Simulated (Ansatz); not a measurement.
**SiH3Cl (chlorosilane): name the method**

SiH3Cl: 5 atoms, total charge 0, spin state singlet. SMILES: `[SiH3]Cl`. The shape is that of a PBE0-D4/def2-TZVP optimisation.

```
atom    x (Å)    y (Å)    z (Å)
  Si  -0.1120   0.0186  -0.0309
  Cl   1.8383  -0.5135   0.3299
   H  -0.9509  -0.4883   1.0791
   H  -0.5347  -0.5857  -1.3149
   H  -0.1908   1.4954  -0.1047
```

A calculation with Ansatz 0.2.0 gave:

The total energy is -750.8824 Eh. The dipole moment is 1.28 D and the HOMO energy is -7.77 eV. The LUMO energy is -1.38 eV, the HOMO–LUMO gap is 6.38 eV and the largest force is 0.179 eV/Å.

Question: Which of these levels gave the numbers?
A. SPW92/cc-pVDZ-DK (sfX2C)
B. r2SCAN-D4/cc-pV5Z
C. SPW92/ANO-RCC-VTZP (sfX2C)
D. r2SCAN-D4/cc-pVTZ

Answer: C. The others give -751.5052 Eh (r2SCAN-D4/cc-pVTZ), -750.8316 Eh (SPW92/cc-pVDZ-DK (sfX2C)), -751.5217 Eh (r2SCAN-D4/cc-pV5Z).
